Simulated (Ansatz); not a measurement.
# doublet AlH(+): levels of theory in one basis

| atom | x (Å) | y (Å) | z (Å) |
| --- | --- | --- | --- |
| Al | 0.0000 | 0.0000 | -0.8115 |
| H | 0.0000 | 0.0000 | 0.8115 |

Basis set: def2-SVP (spherical functions). Left uncorrelated: 5 orbitals. Correlation on ROHF uses semicanonical orbitals with singles. Charge 1, multiplicity 2.

Computed with Ansatz (development build ahead of 0.2.0); each method stands on the lowest determinant of its kind that the runs found.

| method | E − E(ROHF) (eV) | <S²> of the determinant |
| --- | --- | --- |
| ROHF | 0.00 | 0.75 |
| UHF | -0.12 | 0.78 |
| ROHF-MP2 | -0.84 | – |
| UHF-MP2 | -0.87 | 0.78 |
| ROHF-CCSD(T) | -1.23 | – |
| UHF-CCSD(T) | -1.23 | 0.78 |

Task: Is a single determinant a sound starting point here?

Result: By this sign, yes. Unrestricted orbitals gain 0.12 eV and <S²> is 0.78 against 0.75 for a pure state.
